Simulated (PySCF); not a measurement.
Atoms are numbered as in `[CH3:1][CH2:2][NH:3][CH3:4]` (H(Xn): hydrogen on atom n).

Geometry: PBE0-D3(BJ)/def2-TZVP; GIAO shifts from PySCF 2.14.0 with density-fitted response routines, gas phase, non-relativistic, averaged over equivalent atoms.

At wB97X-D/pcSseg-2 (270 basis functions, 52 s wall time on 1 thread of an Arm Neoverse N1, shared host):
```csv
atoms,δ (ppm)
C2,51.7
C4,40.5
C1,18.3
N3,47.3
H(C2),2.52
H(C4),2.50
H(C1),1.12
H(N3),-0.19
```

Shifts are taken against calculated references (same method and geometry level): 13C (σ = 186.29 ppm) and 1H (σ = 31.63 ppm) vs TMS; NH3 for 15N (σ = 262.16 ppm).

Estimate the result of repeating the calculation with KT3/pcSseg-2.

Results:


```tsv
atoms	δ at KT3/pcSseg-2	change
C2	53.6	+1.9
C4	41.3	+0.8
C1	18.6	+0.3
N3	59.2	+11.9
H(C2)	2.67	+0.15
H(C4)	2.63	+0.13
H(C1)	1.15	+0.03
H(N3)	-0.19	+0.00
```

References, each an isolated molecule treated in the same way: 13C (σ = 183.24 ppm) and 1H (σ = 31.63 ppm) against TMS; 15N (σ = 261.05 ppm) against NH3.

The largest change is at N3 (amine nitrogen). Cost: 270 basis functions, 56 s wall time on 1 thread of an Arm Neoverse N1, shared host. The order of the carbon signals is the same at both levels.

Experimental scales use liquid or dissolved standards, which lie at an offset from isolated NH3 (liquid NH3: subtract about 20 ppm).
